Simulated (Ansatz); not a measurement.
**[Br···H···NH], triplet along the distance Br1-H2**

Starting geometry:

```yaml
atoms:
  - { symbol: Br, position_ang: [-1.8444, 0.2511, 0.0000] }
  - { symbol: H, position_ang: [-0.4238, 0.2511, 0.0000] }
  - { symbol: N, position_ang: [0.9996, 0.2511, 0.0000] }
  - { symbol: H, position_ang: [1.2687, -0.7532, 0.0000] }
```

From there H2 is moved from one fragment to the other while all else, the fragments' distance too, stays fixed; atoms are numbered as listed. Energies are in kJ/mol, counted from the starting geometry at the same level.

Basis cc-pVDZ; Ansatz 0.2.0. Only valence electrons are correlated (noble-gas cores and the filled d shells of p-block atoms frozen). R marks a restricted (for open shells ROHF) determinant, U an unrestricted one. No spin–orbit coupling is included, and no scalar relativity.

Full CI isn't at hand for all of this; UCCSDT(Q) serves as the reference, and is uncertain by about the last step of the cluster series. The frozen core follows each run's orbitals, which can shift R against U totals by a few meV for light atoms and by up to 0.1 eV past Ca.

```
distance Br1-H2 (Å)  RCCSD
              1.321   18.3
              1.421    0.0
              1.475   -1.7
              1.530   -1.0
              1.585   -0.3
              1.640   -1.2
              1.694   -4.7
              1.749   -8.3
              1.804   -8.4
```

**Question.** Estimate the UCCSDT(Q) curve in cc-pVDZ from this one, knowing how RCCSD errs.

**Answer.** The computed UCCSDT(Q) values, in kJ/mol from the starting point, and the error of RCCSD against them:
```
distance Br1-H2 (Å)  UCCSDT(Q)  RCCSD less UCCSDT(Q)
              1.321       20.0                  -1.7
              1.421        0.0                   0.0
              1.475       -2.8                   1.2
              1.530       -3.5                   2.4
              1.585       -4.0                   3.7
              1.640       -5.6                   4.5
              1.694       -8.3                   3.6
              1.749      -10.5                   2.3
              1.804       -9.2                   0.8
```

The error spans 6.1 kJ/mol and is largest, 4.5 kJ/mol, at 1.640 Å.
